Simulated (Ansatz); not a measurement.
C3H5Cl can be A, `C=C(C)Cl`, or B, `C/C=C/Cl`.

Isolated molecules relaxed with PBE0-D4/def2-TZVP in Ansatz; ΔE leaves out vibrations. CCSD(T)/CBS is the MP2 limit (def2-TZVPP, def2-QZVPP) plus CCSD(T) − MP2 in def2-TZVPP, frozen cores. DFT in def2-TZVPP. B3LYP here is the variant with VWN-RPA as its local correlation; programs differ in this.

A:

```xyz
9

C     0.4496    0.7293    1.1136
C    -0.0090    0.4579   -0.0977
C    -0.2905   -0.8921   -0.6522
Cl   -0.3392    1.7548   -1.2089
H     0.6302    1.7426    1.4455
H     0.6536   -0.0821    1.8017
H    -1.3402   -0.9767   -0.9444
H     0.3111   -1.0737   -1.5464
H    -0.0655   -1.6601    0.0889
```

B:

Z-matrix (Å, degrees):
```
C
C 1 1.489
H 1 1.094 2 110.9
H 1 1.091 2 111.7 3 120.8
H 1 1.094 2 110.9 3 -118.5
C 2 1.323 1 123.3 3 -120.7
H 2 1.086 1 117.8 3 59.3
Cl 6 1.723 2 123.4 1 180.0
H 6 1.083 2 123.5 1 -0.0
```

(1) Which is lower in electronic energy at CCSD(T)/CBS, and by how much? (Estimate.)

(2) Give E(B) − E(A) in kcal/mol with B3LYP, PBE-D4, CCSD/def2-TZVPP, HF/def2-TZVPP, ωB97M-V, PBE0-D4, LDA (SPW92). (An estimate is asked.)

(3) Does the order hold for the free energy at 298.15 K (harmonic terms from PBE0-D4)? (Best estimate.)

Largest T1 diagnostic: 0.010.

Answers

(1) Computed: A, by 2.3 kcal/mol.

(2) Ansatz gave: B3LYP 1.5, PBE-D4 1.8, CCSD/def2-TZVPP 1.9, HF/def2-TZVPP 1.4, ωB97M-V 2.2, PBE0-D4 1.8, LDA (SPW92) 2.2. None reverses the order clearly.

(3) Ansatz gave: Yes: G(B) − G(A) = +2.2 kcal/mol.

Leaving LDA and LC-ωPBE aside and taking each functional with its dispersion term where it has one, the values, not all of them listed here, spread over 0.4 kcal/mol, from HSE06-D4 to r2SCAN-D4.
